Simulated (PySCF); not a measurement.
## Computed χzz against gas-phase spectroscopy

Values to reproduce (atoms as numbered below): 14N at N2/N3: χzz = -4.649 MHz [1].
[1] measured, gas; W. C. Bailey, Calculation of NQCC in Gaseous State Molecules (compilation of microwave values)

Compound: 1,3,4-oxdiazole, C₂H₂N₂O.
Cartesian coordinates in Å at the GFN2-xTB level; atoms count from 1:
```xyz
7
C2H2N2O angstrom
C     -1.0440    0.1099    0.0480
N     -0.6276   -1.0399    0.4516
N      0.7139   -1.0315    0.3285
C      1.0354    0.1228   -0.1433
O     -0.0367    0.9063   -0.3474
H     -2.0553    0.4560    0.0046
H      2.0176    0.4813   -0.3692
```

Q: What do the calculations give?

A: PySCF, non-relativistic, all at one geometry, with Q(14N) = 0.02044 b, means over equivalent atoms:

```
        level  functions  14N N2/N3 (MHz)  computed/reference − 1 (%)
  B3LYP/pcJ-1        155           -5.439                       +17.0
PBE0/pcSseg-1         95           -5.397                       +16.1
```

Closest here is PBE0/pcSseg-1 (16.1 % unsigned error), furthest B3LYP/pcJ-1 (17.0 %); one molecule doesn't rank methods. Computed values are for fixed nuclei, while measured ones can include vibrational averaging. GFN2-xTB bond lengths can be off by several hundredths of an ångström, more for odd bonds, and the gradients follow them.
